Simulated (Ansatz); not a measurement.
Relaxed structures of C₂H₄N (charge +1), singlet (PBE0-D4/def2-TZVP; forces vanish, vibrations not checked; lower isomers may exist, and structures with a doubtful reference or unclear bonds are left out; Å). Computed with Ansatz 0.2.0 (basis: def2-TZVPP); correlated methods freeze the cores.

Rank them by CCSD(T) energy, lowest first, and give each one's height above the lowest. Links in brackets join atoms within 1.22 times the sum of their covalent radii (1.1 for two metals). (To be estimated.)
A.
C₂H₄N ([CH3][C][NH]), total charge +1
```
7
angstrom
C 0.8401 0.2840 0.3114
C -0.4357 -0.1473 -0.1615
N -1.4521 -0.4909 -0.5383
H -2.3537 -0.7956 -0.8725
H 1.1076 -0.3000 1.1977
H 1.5836 0.1282 -0.4766
H 0.7846 1.3467 0.5674
```
B.
C₂H₄N ([CH][N][CH3]), total charge +1
```
7
angstrom
C -1.4357 -0.4853 -0.5322
C 0.8450 0.2856 0.3133
N -0.4235 -0.1431 -0.1570
H -2.3998 -0.8112 -0.8896
H 1.0968 -0.3050 1.1953
H 1.5737 0.1240 -0.4824
H 0.7732 1.3450 0.5637
```
C.
C₂H₄N ([CH][C][NH3]), total charge +1
```
7
angstrom
C -1.4802 -0.5004 -0.5487
C -0.4170 -0.1410 -0.1546
N 0.8324 0.2814 0.3086
H -2.4366 -0.8236 -0.9033
H 1.1198 -0.2463 1.1445
H 1.5609 0.1504 -0.4070
H 0.8205 1.2795 0.5604
```

By the calculation: A (0.0 kJ/mol), B (45.5 kJ/mol), C (156.4 kJ/mol). Heights count from the lowest.

The T1 diagnostic stays at or below 0.013.

For scale, one of the runs: CCSD(T)/def2-TZVPP, 149 basis functions, launched by `ansatz run in.yaml --threads 2 --pin off --events-out ev --progress --plain --max-ram 4352MiB`. The run took 11 s on 2 CPU threads of an Arm Neoverse V2 (shared host), with 0.97 GiB of host memory at its peak.
